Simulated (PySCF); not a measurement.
# S₂O: geometry, coupled-cluster ionisations and excitations

Aim: predict the coupled-cluster ionisations and excitations of S₂O (`O=S=S`).

Computed with PySCF 2.14.0, with density-fitted response routines of our own, on a single molecule in the gas phase. Atoms are numbered from 0 throughout.

## 1. Starting geometry

3 atoms, charge 0, multiplicity 1; geometry from: GFN2-xTB.

Bonds of the start (Å): O0–S1 1.45, S1–S2 1.91.

## 2. Optimising the geometry at PBE0-D3(BJ)/def2-TZVP

The job: settings as JSON, then the geometry in Å.

```
{"job": {"xc": "PBE0", "basis": "def2-TZVP", "d3": "d3bj", "grid": 2, "kind": "geom"}, "charge": 0, "multiplicity": 1}
O     -1.581520     0.400620    -0.003570
S     -0.463020    -0.518960    -0.003780
S      1.252150     0.319070     0.005560
```

**Question.** This job is followed by: EOM-CCSD/cc-pVTZ, vertical, frozen core, gas phase. Predict these results of the whole session: point group; rotational constants (main isotopes); correlation energy, MP2 and CCSD; T1 diagnostic; first ionisation (EOM-IP-CCSD).

**Answer**, as computed:

| quantity | value |
| --- | --- |
| point group | Cs |
| rotational constants (main isotopes) | 41.91, 5.10, 4.55 GHz |
| correlation energy, MP2 and CCSD | -16.20, -16.40 eV |
| T1 diagnostic | 0.0222 |
| first ionisation (EOM-IP-CCSD) | 10.53 eV |

In words: The optimisation took 3 steps and gained 0.027 eV; among the close pairs (by a distance rule), S1–S2 changed most, from 1.909 to 1.880 Å. No frequency check was run at this level, so the end point may be a saddle. MP2 recovers 99 % of the CCSD correlation energy. For the hole of the first ionisation, Koopmans' theorem lies 0.46 eV above EOM-IP-CCSD, and it orders the states differently. T1 is over 0.02, so one reference may not be enough.
